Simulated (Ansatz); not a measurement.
A made-up structure of C2H5Si (charge +1), closed shell:

```csv
atom,x (Å),y (Å),z (Å)
C1,-1.1591,1.0788,-1.0058
Si2,0.1146,0.1068,-0.4791
C3,0.8990,-0.8638,0.8542
H4,-1.9239,0.6538,-1.6569
H5,-1.0095,2.1545,-1.1052
H6,1.4668,-0.3117,-0.5923
H7,1.8352,-1.3176,0.5295
H8,0.1783,-1.6304,1.1656
```

It is relaxed with PBE-D4/def2-SVP and then PBE0-D4/def2-TZVP (Ansatz 0.2.0). Atoms count as bonded within 1.22 times the sum of their covalent radii (H–H: 0.88 Å). The end point is not checked to be a true minimum.

Question: Does its bonding change? (Judge from chemistry; the calculation decides.)

Answer: By the calculation: Yes. Formed: C3–H6; broken: Si2–H6.

Where it ends: The first stage lowers the energy by 4.34 eV in 18 steps. It ends as C₂H₅Si ([CH2][Si][CH3]), total charge +1:
```json
{"atom": "C1", "x (Å)": "-1.1629", "y (Å)": "1.1670", "z (Å)": "-1.0919"}
{"atom": "Si2", "x (Å)": "0.1979", "y (Å)": "0.4527", "z (Å)": "-0.3974"}
{"atom": "C3", "x (Å)": "0.9875", "y (Å)": "-1.0081", "z (Å)": "0.3629"}
{"atom": "H4", "x (Å)": "-1.2048", "y (Å)": "1.3062", "z (Å)": "-2.1728"}
{"atom": "H5", "x (Å)": "-1.7552", "y (Å)": "1.8732", "z (Å)": "-0.5087"}
{"atom": "H6", "x (Å)": "0.9300", "y (Å)": "-1.8258", "z (Å)": "-0.3666"}
{"atom": "H7", "x (Å)": "2.0215", "y (Å)": "-0.8112", "z (Å)": "0.6453"}
{"atom": "H8", "x (Å)": "0.3873", "y (Å)": "-1.2838", "z (Å)": "1.2391"}
```

Labels in which every atom is bracketed show which atoms are joined, not bond orders.

For scale, one of the runs: PBE0-D4/def2-TZVP relaxation, 129 basis functions, launched by `ansatz run in.yaml --threads 2 --pin off --events-out ev --progress --plain --max-ram 4352MiB`. The run took about 16 s on 2 CPU threads of an Arm Neoverse V2 (shared host).
